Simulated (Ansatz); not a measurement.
Born–Oppenheimer molecular dynamics of AlClH4 (6 atoms, charge 0, multiplicity 1). It starts at the highest image of a converged band, a first-order saddle point between two minima.

Level of theory: RKS r2SCAN-D4/def2-mTZVP in Ansatz.

| Item | Value |
| --- | --- |
| ensemble | NVE (velocity Verlet) |
| time step | 0.5 fs |
| steps asked | 200 |
| starting velocities drawn for | 300 K |
| seed | 5739 |

Frames 1 fs apart, positions in Å, forces in eV/Å.

Velocities at 85 fs (Å/ps):

```
Al -0.21 1.06 -10.10
Cl -0.46 4.39 11.49
H 5.34 -30.59 -48.63
H 18.88 -31.52 -22.02
H 1.98 -63.56 -14.75
H -4.17 -57.05 -48.13
```

```xyz
6
Properties=species:S:1:pos:R:3:forces:R:3 time_fs=85 energy_less_start_eV=-1.049 T=2334
Al 0.039 -0.322 0.044 0.07 0.87 1.53
Cl -0.001 0.145 2.306 0.17 -0.53 -2.10
H 1.343 -0.195 -0.875 -0.06 -0.15 0.47
H -1.367 -0.438 -0.637 -0.18 -0.19 0.09
H -0.180 -4.700 -0.748 -1.78 2.47 -0.65
H 0.204 -5.234 -0.608 1.78 -2.46 0.65
6
Properties=species:S:1:pos:R:3:forces:R:3 time_fs=86 energy_less_start_eV=-1.025 T=2283
Al 0.039 -0.321 0.034 0.40 0.81 1.47
Cl -0.002 0.150 2.318 0.17 -0.54 -2.24
H 1.348 -0.226 -0.921 -0.25 -0.11 0.67
H -1.349 -0.471 -0.658 -0.32 -0.17 0.09
H -0.186 -4.751 -0.766 -1.33 1.85 -0.38
H 0.208 -5.303 -0.653 1.33 -1.85 0.38
6
Properties=species:S:1:pos:R:3:forces:R:3 time_fs=87 energy_less_start_eV=-1.014 T=2257
Al 0.039 -0.319 0.025 0.61 0.73 1.42
Cl -0.002 0.154 2.328 0.17 -0.54 -2.36
H 1.351 -0.259 -0.960 -0.38 -0.06 0.83
H -1.335 -0.505 -0.679 -0.40 -0.14 0.10
H -0.205 -4.786 -0.787 0.08 -0.13 0.02
H 0.225 -5.389 -0.695 -0.09 0.13 -0.02
6
Properties=species:S:1:pos:R:3:forces:R:3 time_fs=88 energy_less_start_eV=-0.887 T=2017
Al 0.039 -0.317 0.016 0.70 0.63 1.38
Cl -0.003 0.158 2.338 0.17 -0.54 -2.46
H 1.349 -0.292 -0.992 -0.44 0.00 0.94
H -1.323 -0.540 -0.699 -0.42 -0.10 0.14
H -0.223 -4.822 -0.809 1.05 -1.48 0.16
H 0.241 -5.474 -0.736 -1.05 1.49 -0.16
6
Properties=species:S:1:pos:R:3:forces:R:3 time_fs=89 energy_less_start_eV=-0.775 T=1803
Al 0.039 -0.315 0.007 0.67 0.51 1.35
Cl -0.003 0.162 2.347 0.17 -0.53 -2.55
H 1.344 -0.325 -1.015 -0.44 0.07 0.99
H -1.317 -0.576 -0.717 -0.39 -0.05 0.20
H -0.232 -4.871 -0.829 1.36 -1.93 0.14
H 0.247 -5.545 -0.779 -1.36 1.93 -0.14
6
Properties=species:S:1:pos:R:3:forces:R:3 time_fs=90 energy_less_start_eV=-0.765 T=1782
Al 0.040 -0.313 0.000 0.52 0.38 1.35
Cl -0.003 0.166 2.356 0.16 -0.53 -2.62
H 1.335 -0.357 -1.028 -0.38 0.14 0.99
H -1.313 -0.613 -0.733 -0.30 0.01 0.28
H -0.228 -4.938 -0.847 1.14 -1.61 0.05
H 0.241 -5.598 -0.824 -1.14 1.61 -0.05
6
Properties=species:S:1:pos:R:3:forces:R:3 time_fs=91 energy_less_start_eV=-0.792 T=1827
Al 0.041 -0.311 -0.008 0.29 0.24 1.38
Cl -0.003 0.169 2.364 0.16 -0.52 -2.68
H 1.321 -0.388 -1.032 -0.26 0.19 0.92
H -1.313 -0.650 -0.747 -0.19 0.08 0.37
H -0.213 -5.020 -0.865 0.27 -0.40 0.00
H 0.224 -5.637 -0.869 -0.28 0.40 0.00
6
Properties=species:S:1:pos:R:3:forces:R:3 time_fs=92 energy_less_start_eV=-0.713 T=1677
Al 0.042 -0.308 -0.015 -0.01 0.11 1.47
Cl -0.004 0.173 2.371 0.16 -0.51 -2.73
H 1.306 -0.417 -1.027 -0.08 0.24 0.80
H -1.314 -0.686 -0.757 -0.07 0.16 0.45
H -0.197 -5.106 -0.883 -1.14 1.60 0.08
H 0.205 -5.672 -0.913 1.14 -1.60 -0.08
6
Properties=species:S:1:pos:R:3:forces:R:3 time_fs=93 energy_less_start_eV=-0.615 T=1495
Al 0.043 -0.306 -0.021 -0.34 -0.02 1.61
Cl -0.004 0.176 2.377 0.16 -0.49 -2.76
H 1.289 -0.443 -1.015 0.15 0.27 0.63
H -1.316 -0.720 -0.763 0.03 0.23 0.52
H -0.190 -5.176 -0.901 -1.85 2.61 0.28
H 0.196 -5.722 -0.959 1.85 -2.61 -0.28
6
Properties=species:S:1:pos:R:3:forces:R:3 time_fs=94 energy_less_start_eV=-0.657 T=1568
Al 0.043 -0.304 -0.027 -0.69 -0.11 1.81
Cl -0.004 0.179 2.383 0.16 -0.48 -2.79
H 1.274 -0.467 -0.996 0.42 0.29 0.43
H -1.318 -0.752 -0.763 0.11 0.31 0.56
H -0.201 -5.224 -0.915 -0.83 1.16 0.19
H 0.204 -5.795 -1.007 0.82 -1.16 -0.19
6
Properties=species:S:1:pos:R:3:forces:R:3 time_fs=95 energy_less_start_eV=-0.631 T=1517
Al 0.044 -0.301 -0.032 -1.01 -0.19 2.03
Cl -0.004 0.182 2.388 0.16 -0.47 -2.81
H 1.264 -0.489 -0.974 0.68 0.29 0.21
H -1.319 -0.782 -0.759 0.17 0.37 0.57
H -0.218 -5.260 -0.928 0.51 -0.73 -0.15
H 0.220 -5.879 -1.057 -0.51 0.73 0.15
6
Properties=species:S:1:pos:R:3:forces:R:3 time_fs=96 energy_less_start_eV=-0.523 T=1313
Al 0.044 -0.299 -0.036 -1.24 -0.23 2.25
Cl -0.004 0.185 2.392 0.15 -0.46 -2.83
H 1.259 -0.507 -0.949 0.91 0.28 0.03
H -1.318 -0.808 -0.749 0.18 0.41 0.55
H -0.232 -5.303 -0.943 1.21 -1.71 -0.43
H 0.231 -5.956 -1.106 -1.21 1.71 0.43
```

Of the whole run (100 fs, mean temperature of the second half 2120 K): The conserved energy stayed within 0.49 meV per atom of its start (net change 0.18 meV per atom), so the integration is sound. The kinetic energy rose, since the run started high on the potential surface and went downhill. It ends in pieces (AlClH2 + H2), so much of that is their flight and rotation, not heat. A run of 0.1 ps of so small a system gives no equilibrium averages. The orbitals stay closed-shell, which can raise the energy where a bond breaks towards radicals; this wasn't checked here.

Time of the run: 7.7 min on 1 thread of Arm Neoverse V1, on a shared host, peak memory 0.11 GiB.
